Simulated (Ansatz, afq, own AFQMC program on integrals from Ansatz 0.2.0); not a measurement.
Two steps: Ansatz 0.2.0 writes the Fock matrix and Cholesky factors of the valence space, and afq projects on them the lowest state that overlaps trial and start.

```yaml
crystal:
  periodic: [false, false, false]
  atoms:
    - {symbol: B, position_ang: [0.000000, -0.295119, 1.417204]}
    - {symbol: N, position_ang: [0.000000, 0.152486, -1.030201]}
    - {symbol: H, position_ang: [0.000000, 0.542503, 2.269923]}
    - {symbol: H, position_ang: [0.000000, 1.080805, -1.430413]}
    - {symbol: H, position_ang: [0.000000, -0.576904, -1.724159]}
basis:
  gaussian: {orbitals: cc-pVDZ}
magnetization: {spin_polarized: false, initial_magnetization: 1}
correlation: {method: ccsd_t, electrons: outside_noble_gas, hamiltonian_folder: ham}
```

```sh
$ ansatz run in.yaml --threads 1 --pin off --events-out ev --progress --plain --max-ram 1382MiB
```

afq runs on the folder ham with

```
--method phaseless --trial cisd --walkers 60 --populations 1 --least-time 40 --time-step 0.005 --steps-per-block 50 --equilibration-blocks 40 --max-blocks 300 --target-error 0.0008 --factor-cut 1e-05 --start spin_pure --seed 1778 --release-times 0.24,0.51,0.99,1.62,2.4 --release-step 0.03 --release-every 4 --taylor-order 6
```

Times are imaginary, in 1/Eh. The walk had a cap of 1706 s.

afq prints:

```
orbitals 41  electrons 6 5  factors 308 of 401
reference energy -80.67065369 Eh
CCSD correlation -0.25853004 Eh in 18 cycles, weight of the determinant in the CISD state 0.8623
energy of the start -80.929183 Eh
 block  time / (1/Eh)  mean weight  energy / Eh
     1     0.250  1.0011  -80.925247
     2     0.500  0.9980  -80.925918
     3     0.750  0.9995  -80.927945
     4     1.000  1.0017  -80.927336
     5     1.250  1.0003  -80.929160
     7     1.750  0.9961  -80.932805
     9     2.250  0.9979  -80.933063
    11     2.750  0.9996  -80.935817
    21     5.250  1.0011  -80.932823
    31     7.750  0.9983  -80.933027
    41    10.250  0.9980  -80.934089
    51    12.750  1.0034  -80.932429
    56    14.000  0.9992  -80.923177
    61    15.250  1.0008  -80.952610
    71    17.750  0.9978  -80.934836
    81    20.250  0.9982  -80.932974
    91    22.750  1.0015  -80.938320
   101    25.250  1.0011  -80.934282
   111    27.750  0.9979  -80.941467
   121    30.250  0.9991  -80.934862
   131    32.750  1.0012  -80.933971
   141    35.250  0.9984  -80.941467
   151    37.750  1.0044  -80.933551
   161    40.250  1.0022  -80.932121
   171    42.750  0.9854  -80.936617
   181    45.250  0.9968  -80.931768
   191    47.750  0.9969  -80.929649
   196    49.000  1.0027  -80.932750
blocks merged  error / Eh  count
     1  0.000375  160
     2  0.000452  80
     4  0.000568  40
     8  0.000535  20
    16  0.000606  10
released: time / (1/Eh)  energy / Eh  error  mean overlap
  0.24  -80.934512  0.000715  1.0071
  0.51  -80.934203  0.000724  1.0130
  0.99  -80.934869  0.000667  1.0151
  1.62  -80.935950  0.000803  0.9970
  2.40  -80.935674  0.001375  1.0114
energy -80.934524 +/- 0.000568 Eh
(rows thinned)
```

The run passed its tests (sampling time, drift between the halves within three errors, error under three times the target), which doesn't prove that it has relaxed. The second half of the sampling lies above the first by 1.8 errors of their difference, so the energy may still be moving and its error bar be too small.

Against this walk (error 15.5 meV) on the same determinant: CCSD(T) 4.0 meV higher (within the noise). The error is statistical and leaves out the bias of the constraint. None of these is a sure reference here. Released to 1.62 1/Eh the energy moves by -39 ± 27 meV (both errors), within twice the noise.

Cautions: constraint bias not in the error; higher spins were not checked; a spin-contaminated unrestricted determinant lies lower (UHF 533 meV lower, ⟨S²⟩ 1.42).

The walk took 4.6 min on 1 thread of Arm Neoverse V2, with other jobs on the host. The log's last line is the phaseless energy.

A walk keeps the symmetry of its determinant, which the program's search chose and which needn't be the lowest solution, so a lower state of the same spin and another symmetry isn't excluded.
